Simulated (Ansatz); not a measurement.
BF3 (SMILES FB(F)F) moved off its minimum; all values from Ansatz (a program for electronic structure), cores frozen in correlated methods.
(charge 0, multiplicity 1)
```xyz
4

B      0.01184    -0.04697     0.00565
F     -1.13381    -0.80770    -0.10892
F     -0.01515     1.20274    -0.50393
F      1.01719    -0.55937     0.56901
```

Forces at MP2/aug-cc-pVTZ (eV/Å):

| atom | Fx | Fy | Fz |
|---|---|---|---|
| B1 | -4.107 | 0.801 | -1.853 |
| F2 | 1.695 | 1.265 | 0.130 |
| F3 | 0.213 | -1.333 | 0.626 |
| F4 | 2.199 | -0.732 | 1.096 |

Task: Give the forces (eV/Å), the total energy and the dipole at CCSD(T)/aug-cc-pVTZ.

Result: 
```
atom      Fx      Fy      Fz
----  ------  ------  ------
B1    -4.118   0.796  -1.856
F2     1.775   1.317   0.139
F3     0.217  -1.418   0.661
F4     2.127  -0.695   1.056
```
Energy -324.2081 hartree, dipole 0.62 D.
